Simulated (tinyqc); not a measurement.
Worked calculation (part 2 of 2): G0W0 on RHF in the sto-3g basis, for H2O, spin multiplicity 1. Computed by tinyqc, a small Python program that keeps every step (integrals from PySCF). Command: `OMP_NUM_THREADS=1 python tinyqc.py 29968 29969 out.jsonl` (the two numbers bound the seeds that draw the settings). One thread of a shared host (Intel(R) Xeon(R) Processor @ 2.60GHz), about 0.06 s of CPU time with the checks.

Geometry (angstrom):
```
atom         x          y         z
O     0.000000   0.000000  0.000000
H     0.000000   0.666000  0.651000
H     0.000000  -0.666000  0.651000
```

## Screening: direct RPA

orbital energies (hartree): MO1 -20.253067, MO2 -1.298341, MO3 -0.605674, MO4 -0.486805, MO5 -0.401245, MO6 0.646900, MO7 0.740243

Two-electron integrals over orbitals (pq|rs), unique and non-zero (hartree):
```
(11|11) 4.744300    (21|11) -0.412042   (21|21) 0.057147    (22|11) 1.000987
(22|21) -0.011848   (22|22) 0.736375    (31|31) 0.011765    (32|31) 0.018531
(32|32) 0.145156    (33|11) 0.820806    (33|21) -0.004416   (33|22) 0.658635
(33|33) 0.646993    (41|11) 0.202035    (41|21) -0.024317   (41|22) 0.017904
(41|33) 0.007136    (41|41) 0.028838    (42|11) -0.134196   (42|21) 0.010018
(42|22) 0.011156    (42|33) 0.005461    (42|41) 0.016659    (42|42) 0.119498
(43|31) -0.004558   (43|32) 0.014398    (43|43) 0.048236    (44|11) 0.993062
(44|21) -0.014216   (44|22) 0.667282    (44|33) 0.605837    (44|41) -0.010922
(44|42) -0.103024   (44|44) 0.779930    (51|51) 0.026052    (52|51) 0.032122
(52|52) 0.142129    (53|53) 0.029963    (54|51) -0.014849   (54|52) -0.051042
(54|54) 0.059065    (55|11) 1.115335    (55|21) -0.011538   (55|22) 0.745630
(55|33) 0.640438    (55|41) 0.005655    (55|42) -0.071749   (55|44) 0.726618
(55|55) 0.880159    (61|11) -0.233728   (61|21) 0.035620    (61|22) 0.001669
(61|33) 0.000772    (61|41) -0.001159   (61|42) 0.020923    (61|44) -0.020967
(61|55) -0.006016   (61|61) 0.032845    (62|11) 0.314262    (62|21) -0.005964
(62|22) 0.147549    (62|33) 0.084988    (62|41) 0.019160    (62|42) 0.016292
(62|44) 0.083773    (62|55) 0.160501    (62|61) 0.008465    (62|62) 0.105724
(63|31) 0.003991    (63|32) -0.029385   (63|43) -0.024671   (63|63) 0.060842
(64|11) 0.221951    (64|21) -0.002648   (64|22) 0.088565    (64|33) 0.045433
(64|41) 0.000181    (64|42) -0.043622   (64|44) 0.126514    (64|55) 0.117057
(64|61) -0.002231   (64|62) 0.057192    (64|64) 0.073553    (65|51) 0.015391
(65|52) 0.057683    (65|54) -0.002725   (65|65) 0.038900    (66|11) 0.834105
(66|21) -0.006918   (66|22) 0.633031    (66|33) 0.582575    (66|41) 0.021729
(66|42) 0.055650    (66|44) 0.559510    (66|55) 0.602733    (66|61) 0.009583
(66|62) 0.105227    (66|64) 0.043559    (66|66) 0.612439    (71|31) 0.015365
(71|32) 0.022506    (71|43) -0.006127   (71|63) 0.004638    (71|71) 0.020123
(72|31) 0.013452    (72|32) 0.033908    (72|43) -0.038572   (72|63) 0.036938
(72|71) 0.016677    (72|72) 0.059814    (73|11) 0.355032    (73|21) -0.007719
(73|22) 0.123906    (73|33) 0.089831    (73|41) -0.001052   (73|42) -0.083625
(73|44) 0.153755    (73|55) 0.183969    (73|61) -0.007673   (73|62) 0.076242
(73|64) 0.082500    (73|66) 0.037060    (73|73) 0.155425    (74|31) -0.010686
(74|32) -0.081803   (74|43) 0.004089    (74|63) 0.040069    (74|71) -0.013669
(74|72) -0.013794   (74|74) 0.073445    (75|53) 0.023308    (75|75) 0.023006
(76|31) 0.008968    (76|32) 0.094324    (76|43) 0.044301    (76|63) -0.053333
(76|71) 0.011020    (76|72) -0.015824   (76|74) -0.058759   (76|76) 0.108570
(77|11) 0.850465    (77|21) -0.008619   (77|22) 0.624642    (77|33) 0.617006
(77|41) 0.004821    (77|42) -0.006423   (77|44) 0.603432    (77|55) 0.618449
(77|61) -0.004232   (77|62) 0.067252    (77|64) 0.036020    (77|66) 0.575457
(77|73) 0.077548    (77|77) 0.618824
```

With D = e_a - e_i and K = (ia|jb): diagonalise D^(1/2) (D + 4K) D^(1/2) = Z w^2 Z^T; X + Y = D^(1/2) Z w^(-1/2), each column of Z with its largest component positive (the first on a tie); E_c = (sum w - tr (D + 2K)) / 2.

D^(1/2) (D + 4K) D^(1/2) (hartree^2):
```
            1>6         1>7       2>6        2>7       3>6        3>7        4>6        4>7
1>6  439.554489    0.000000  0.215890   0.000000  0.000000  -0.162783  -0.043446   0.000000
1>7    0.000000  442.408839  0.000000   0.436396  0.095135   0.000000   0.000000  -0.277509
2>6    0.215890    0.000000  4.606596   0.000000  0.000000   0.493458   0.339728   0.000000
2>7    0.000000    0.436396  0.000000   4.643570  0.236101   0.000000   0.000000  -0.087266
3>6    0.000000    0.095135  0.000000   0.236101  1.873776   0.000000   0.000000   0.198701
3>7   -0.162783    0.000000  0.493458   0.000000  0.000000   2.648247   0.407637   0.000000
4>6   -0.043446    0.000000  0.339728   0.000000  0.000000   0.407637   1.618835   0.000000
4>7    0.000000   -0.277509  0.000000  -0.087266  0.198701   0.000000   0.000000   1.866126
5>6    0.000000    0.000000  0.000000   0.000000  0.000000   0.000000   0.000000   0.000000
5>7    0.000000    0.000000  0.000000   0.000000  0.000000   0.000000   0.000000   0.000000

          5>6       5>7
1>6  0.000000  0.000000
1>7  0.000000  0.000000
2>6  0.000000  0.000000
2>7  0.000000  0.000000
3>6  0.000000  0.000000
3>7  0.000000  0.000000
4>6  0.000000  0.000000
4>7  0.000000  0.000000
5>6  1.261698  0.000000
5>7  0.000000  1.408039
```

excitation energies w (hartree): [1.123253, 1.186608, 1.211711, 1.285925, 1.436795, 1.619734, 2.159829, 2.186715, 20.965559, 21.033532]

X + Y:
```
            1         2          3          4          5          6          7          8
1>6  0.000000  0.000000   0.000032   0.000000   0.000000   0.001821   0.000000  -0.001144
1>7  0.000000  0.000000   0.000000  -0.002090   0.001299   0.000000  -0.003202   0.000000
2>6  0.000000  0.000000  -0.069534   0.000000   0.000000  -0.303248   0.000000   0.904863
2>7  0.000000  0.000000   0.000000  -0.096351  -0.047245   0.000000   0.967911   0.000000
3>6  0.000000  0.000000   0.000000   0.702812   0.650982   0.000000   0.062792   0.000000
3>7  0.000000  0.000000  -0.321918   0.000000   0.000000   0.838113   0.000000   0.194343
4>6  0.000000  0.000000   0.919518   0.000000   0.000000   0.233790   0.000000   0.097190
4>7  0.000000  0.000000   0.000000  -0.681724   0.661462   0.000000  -0.018925   0.000000
5>6  0.965988  0.000000   0.000000   0.000000   0.000000   0.000000   0.000000   0.000000
5>7  0.000000  0.980803   0.000000   0.000000   0.000000   0.000000   0.000000   0.000000

             9         10
1>6   0.998434   0.000000
1>7   0.000000   0.999043
2>6   0.000151   0.000000
2>7   0.000000   0.000310
3>6   0.000000   0.000053
3>7  -0.000094   0.000000
4>6  -0.000023   0.000000
4>7   0.000000  -0.000152
5>6   0.000000   0.000000
5>7   0.000000   0.000000
```

RPA correlation energy = -0.05183406 hartree

## G0W0 on Hartree-Fock: HOMO

W(p,q,m) = sqrt2 sum_ia (pq|ia) (X+Y)_ia,m; Sigma_c(x) = sum_(i,m) W^2/(x - e_i + w_m) + sum_(a,m) W^2/(x - e_a - w_m); solve x = e_p + Sigma_c(x) by Newton steps; Z = 1/(1 - dSigma/dx); 1 hartree = 27.211386 eV.

The 12 largest terms at x = e_p (hartree; W for the signs of X + Y given):
```
q  m          W       term
5  8   0.272049   0.033846
5  6   0.187908   0.021799
2  1   0.078801   0.003074
5  3   0.052683   0.002291
6  1   0.053142  -0.001301
3  2   0.032330   0.000751
7  2   0.031911  -0.000437
1  1   0.021026   0.000021
4  1  -0.003723   0.000011
5  9  -0.008488   3.44e-06
```

Newton steps (hartree):
```
step          x  Sigma_c(x)         Z
0     -0.401245    0.060059  0.967412
1     -0.343143    0.058159  0.969250
2     -0.343087    0.058158  0.969251
```

quasiparticle energy of the HOMO = -9.335875 eV

Hartree-Fock value = -10.918423 eV

## G0W0 on Hartree-Fock: LUMO

As before.

The 12 largest terms at x = e_p (hartree; W for the signs of X + Y given):
```
q  m          W       term
6  8   0.150813  -0.010401
7  5  -0.102988  -0.006932
2  8   0.164093   0.006517
4  6   0.097571   0.003458
4  8   0.105975   0.003382
3  5   0.091035   0.003082
5  1   0.053142   0.001301
4  3   0.052464   0.001174
2  6   0.063958   0.001147
3  7   0.054871   0.000882
6  3   0.029424  -0.000715
7  7  -0.024874  -0.000275
```

Newton steps (hartree):
```
step         x  Sigma_c(x)         Z
0     0.646900    0.002921  0.983388
1     0.649773    0.002872  0.983369
2     0.649773    0.002872  0.983369
```

quasiparticle energy of the LUMO = 17.681214 eV

Hartree-Fock value = 17.603050 eV
